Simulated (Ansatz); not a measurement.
## Isomers

Structures of C2H3S, doublet, relaxed at PBE0-D4/def2-TZVP (vibrations not checked; lower isomers may exist, and structures with a doubtful reference or unclear bonds are left out). Computed with Ansatz 0.2.0 (basis: def2-TZVPP); correlated methods freeze the cores; orbitals are unrestricted. B3LYP uses VWN-RPA correlation.

Rank them by CCSD(T) energy, lowest first, and give each one's height above the lowest. Links in brackets join atoms within 1.22 times the sum of their covalent radii (1.1 for two metals). (To be estimated.)
A.
a complex of C₂H₂ (C#C) + HS
```
6
angstrom
C -0.3263 -0.2175 0.1469
C 0.2803 0.1883 -0.8071
S 1.9402 1.1560 1.4191
H 2.4984 -0.0553 1.2580
H 0.8108 0.5504 -1.6568
H -0.8720 -0.5751 0.9889
```
B.
a complex of C₂H₂S (C#CS) + H
```
6
angstrom
C -1.2100 -0.3034 -0.7537
C -0.1665 0.0614 -0.2779
S 1.2408 0.7016 0.3777
H -2.1280 -0.6383 -1.1753
H 1.8842 -0.4685 0.5450
H 2.0954 -0.1618 3.7987
```
C.
C₂H₃S ([CH]1[CH2][S]1)
```
6
angstrom
C -0.0988 -0.8714 0.1915
C 0.2374 0.5373 0.0745
S -1.5261 0.0506 -0.0275
H 0.2258 -1.7366 -0.3697
H 0.6688 0.9311 -0.8432
H 0.4929 1.0891 0.9743
```

By the calculation: C (0.000 eV), A (0.953 eV), B (2.285 eV). Heights count from the lowest.

Do PBE-D4, r2SCAN-D4, PBE0-D4, B3LYP-D4, wB97M-V, HF, MP2 give the same order? (Judge from chemistry; the calculation decides.)

The calculation gives: All do.

The T1 diagnostic stays at or below 0.023. ⟨S²⟩ of the unrestricted Hartree–Fock references: 0.75 to 0.77 (a pure state has 0.75).

For scale, one of the runs: CCSD(T)/def2-TZVPP, 146 basis functions, launched by `ansatz run in.yaml --threads 2 --pin off --events-out ev --progress --plain --max-ram 4352MiB`. Time: 41 s of wall clock on 2 CPU threads of an Arm Neoverse V2; the host was shared. Peak host memory: 2 GiB.
